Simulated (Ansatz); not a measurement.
A run for Ansatz (an electronic-structure program): U-CCSD(T)/cc-pVDZ on NH2 (SMILES [NH2]), 2S+1 = 2.

Ansatz 0.2 input:
```yaml
crystal:
  periodic: [false, false, false]
  atoms:
    - {symbol: N, position_ang: [0.00000000, 0.00000000, -0.08007491]}
    - {symbol: H, position_ang: [0.00000000, -0.80231373, 0.55629442]}
    - {symbol: H, position_ang: [0.00000000, 0.80231373, 0.55629442]}
basis:
  gaussian:
    orbitals: cc-pVDZ
magnetization: {spin_polarized: true, initial_magnetization: 1}
correlation: {method: ccsd_t, electrons: outside_noble_gas}
scf: {omitted_lower_state_checks: [cluster_reference]}
```

It printed:

```
WARN ansatz: RAYON_NUM_THREADS=2 ignored (pool sized by the plan → 2); use --threads N
Functional definition: HF
these checks for a lower state are left out or cut short: cluster_reference
integrals: 0.00 GiB planned
224 factors; integrals over basis functions are off by at most 1.2e-3 eV
mean field: 0.04 GiB planned
mean field evaluation 1: about -1511.4387 eV, gradient 1.1e1 eV
mean field evaluation 2: about -1511.4383 eV, gradient 1.1e1 eV
mean field evaluation 4: about -1512.0492 eV, gradient 1.1e0 eV
mean field evaluation 8: about -1512.0576 eV, gradient 5.3e-3 eV
mean field -1512.05763810 eV, -55.5670932908 hartree, gradient 1.5e-6 eV, S^2 0.757827; 0 other end points of the search recorded, 0 dependent functions left out
1 core orbitals not correlated
reference -1512.05763810 eV, -55.5670932908 hartree; 4, 3 occupied and 19, 20 virtual orbitals, 224 factors
second order -3.90353561 eV of doubles, -0.00000000 eV of singles
coupled cluster: 0.05 GiB planned
cycle   1  -4.29256593 eV  change   -3.9e-1 eV  update   3.5e-2
cycle   2  -4.42086006 eV  change   -1.3e-1 eV  update   1.3e-2
cycle   3  -4.43023704 eV  change   -9.4e-3 eV  update   4.0e-3
cycle   4  -4.43091680 eV  change   -6.8e-4 eV  update   1.5e-3
cycle   5  -4.43118367 eV  change   -2.7e-4 eV  update   5.8e-4
cycle   6  -4.43126097 eV  change   -7.7e-5 eV  update   1.9e-4
cycle   7  -4.43127574 eV  change   -1.5e-5 eV  update   7.3e-5
cycle   8  -4.43127192 eV  change    3.8e-6 eV  update   2.7e-5
cycle   9  -4.43127615 eV  change   -4.2e-6 eV  update   8.5e-6
perturbative correction -0.07117516 eV, -0.0026156388 hartree
Total energy: -1516.56008941 eV, -55.7325553246 hartree
Checks for a lower state left out: cluster_reference
```

Self-consistency was reached.

Cost: around 0.4 core-seconds (rough).
